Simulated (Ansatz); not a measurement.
Geometry optimisation, RKS B3LYP-D4/6-31G* (Ansatz 0.2.0).

The input (input.yaml):

```yaml
crystal:
  periodic: [false, false, false]
  atoms:
    - { symbol: O, position_ang: [-1.20045, -1.5608, -0.34166] }
    - { symbol: S, position_ang: [0.44399, -1.24044, 0.11137] }
    - { symbol: Si, position_ang: [0.2205, 0.91868, 0.06017] }
    - { symbol: H, position_ang: [-1.57914, -0.66568, -0.44436] }
    - { symbol: H, position_ang: [-0.99073, 1.07506, 0.89634] }
    - { symbol: H, position_ang: [-0.35003, 1.09143, -1.2948] }
total_charge: -1
basis:
  gaussian: { orbitals: "6-31G*" }
hamiltonian:
  xc: b3lyp
  dispersion: d4
relax:
  f_tol: 0.015
  max_steps: 40
output:
  orbitals: {}
```

Launched with:

```bash
$ ansatz run input.yaml --threads 1 --pin off --max-ram 2048MiB --backend cpu --events-out ev --progress --plain --runs-dir out
```

Task: Where does it end, and by what steps?

Result: The run converged. Limits of this set-up: an anion without diffuse functions, the dipole of an ion depends on the origin. After 13 steps the energy has fallen by 0.372 eV; H4 moved furthest, 0.80 Å.

```csv
step,energy less start (eV),largest force component (eV/Å),accepted
0,0.0000,2.358,yes
1,-0.2451,0.718,yes
2,-0.2990,0.295,yes
3,-0.3121,0.086,yes
4,-0.3232,0.547,yes
5,-0.3347,0.546,yes
6,-0.3565,0.197,yes
7,-0.3576,0.321,yes
8,-0.2857,1.795,no
9,-0.3712,0.090,yes
10,-0.3712,0.101,yes
11,-0.3716,0.040,yes
12,-0.3718,0.020,yes
13,-0.3719,0.011,yes
```

```xyz
6
Properties=species:S:1:pos:R:3
O -1.232 -1.731 -0.630
S 0.308 -1.148 0.061
Si 0.386 1.049 0.120
H -1.883 -1.297 -0.053
H -0.972 1.334 0.790
H -0.063 1.411 -1.301
```

Time of the run: 18 s on 1 CPU thread of a shared host.
